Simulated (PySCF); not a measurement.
## SO3: fields on a plane

Method: PySCF, r2SCAN, basis S def2-TZVP, O def2-TZVP (no relativity, density fitting).

The singlet minimum has S–O 1.429 Å (×3); O–S–O 120.0° (×3).

The plane holds S1 at (0.00, 0.00), O2 at (1.43, 0.00), O3 at (-0.71, 1.24), O4 at (-0.71, -1.24) Å. Columns run from x = -2.85 to 3.75 Å, rows from y = 3.45 (top) to -3.15 Å, in steps of 0.3 Å. Other isomers or separated fragments may lie lower.

Question: Give the electron density (e/Å³) (cut at 5 e/Å³). Lower edges of the bins (e/Å³): '0' 0.000, '1' 0.030, '2' 0.076, '3' 0.151, '4' 0.268, '5' 0.455, '6' 0.750, '7' 1.218, '8' 1.960, '9' 3.136; top 5.00.

Answer: 
```
00000000000000000000000
00000000000000000000000
00000000000000000000000
00000011100000000000000
00001123321000000000000
00002356642100000000000
00013689964210000000000
00014799985311110000000
00014799986433332100000
00013589986555664210000
00012467788678986410000
00001346899889998520000
00001346899889998520000
00012467788678986410000
00013589986555664210000
00014799986433332100000
00014799985311110000000
00013689964210000000000
00002356642100000000000
00001123321000000000000
00000011100000000000000
00000000000000000000000
00000000000000000000000
```

Question: Give the electrostatic potential (V) (cut at 20 V). Every second row and column.

Answer: 
```
-0.1 -0.2 -0.2 -0.3 -0.3 -0.2 -0.1 -0.1 -0.1 -0.1 -0.1 -0.1
-0.2 -0.3 -0.4 -0.4 -0.5 -0.4 -0.2 -0.1 -0.1 -0.1 -0.1 -0.1
-0.2 -0.4 -0.4  0.5  0.4 -0.3 -0.1 -0.1 -0.1 -0.2 -0.1 -0.1
-0.3 -0.5  0.7 20.0 20.0  2.3  0.7  0.1 -0.3 -0.3 -0.2 -0.2
-0.2 -0.4  1.4 20.0 20.0 11.7  4.7  1.4 -0.1 -0.5 -0.3 -0.2
-0.1 -0.1  1.0  9.8 20.0 20.0 20.0 20.0  9.4 -0.1 -0.4 -0.3
-0.1  0.0  1.3 10.3 20.0 20.0 20.0 20.0 20.0  0.2 -0.4 -0.3
-0.2 -0.2  1.0 20.0 20.0 20.0 10.6  7.2  1.8 -0.4 -0.4 -0.2
-0.3 -0.5  1.4 20.0 20.0  5.8  2.0  0.3 -0.4 -0.4 -0.3 -0.2
-0.3 -0.4 -0.1  5.2  5.8  0.4  0.1  0.0 -0.2 -0.2 -0.2 -0.1
-0.2 -0.3 -0.4 -0.4 -0.4 -0.4 -0.2 -0.1 -0.1 -0.1 -0.1 -0.1
-0.2 -0.2 -0.3 -0.4 -0.4 -0.3 -0.2 -0.1 -0.1 -0.1 -0.1 -0.1
```
